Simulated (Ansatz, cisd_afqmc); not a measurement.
System: SiH2, charge 1, doublet. SiH2+ (parent SMILES [SiH2], doublet).
B3LYP-D3(BJ)/def2-TZVP minimum from Ansatz (a program for electronic structure):
```xyz
3

Si     0.0001     0.0938    -0.0051
H     -1.2867    -0.6544     0.0427
H      1.2849    -0.6587     0.0282
```
Charge +1, spin multiplicity 2.

Total energies in cc-pV(D+d)Z, 5 correlated electrons, 5 frozen orbitals. Open shells are spin-unrestricted; no spin-orbit coupling. Correlated methods leave the cores frozen. No relativity. AFQMC is phaseless with a CISD trial state; ± is one standard error, without the phaseless bias. Outlying blocks are dropped, and bars are widened where a walk drifts. Over all cases where full CI ran beside it in this data, AFQMC minus full CI had a median of +0.1 mEh and passed +0.4 mEh in a tenth of the cases. Full CI freezes restricted core orbitals and the other rows unrestricted ones, which leaves a small offset even where coupled cluster is exact.

```json
[
 {"method": "HF", "program": "Ansatz", "energy (Eh)": "-289.73151", "error against FCI (mEh)": "84.66"},
 {"method": "MP2", "program": "Ansatz", "energy (Eh)": "-289.79301", "error against FCI (mEh)": "23.17"},
 {"method": "CCSD", "program": "Ansatz", "energy (Eh)": "-289.81419", "error against FCI (mEh)": "1.99"},
 {"method": "CCSD(T)", "program": "Ansatz", "energy (Eh)": "-289.81561", "error against FCI (mEh)": "0.57"},
 {"method": "CCSDT(Q)", "program": "Ansatz", "energy (Eh)": "-289.81619", "error against FCI (mEh)": "-0.01"},
 {"method": "CCSDTQ", "program": "Ansatz", "energy (Eh)": "-289.81619", "error against FCI (mEh)": "-0.01"},
 {"method": "AFQMC/CISD", "program": "cisd_afqmc", "energy (Eh)": "-289.8161 ± 0.0001", "error against FCI (mEh)": "0.1 ± 0.1"},
 {"method": "FCI", "program": "Ansatz", "energy (Eh)": "-289.81618", "error against FCI (mEh)": "0.00"}
]
```

Rough core times of Ansatz's runs on a shared machine: CCSD(T) under 20 s, CCSDT(Q) under 20 s, CCSDTQ 50 s, FCI under 20 s.
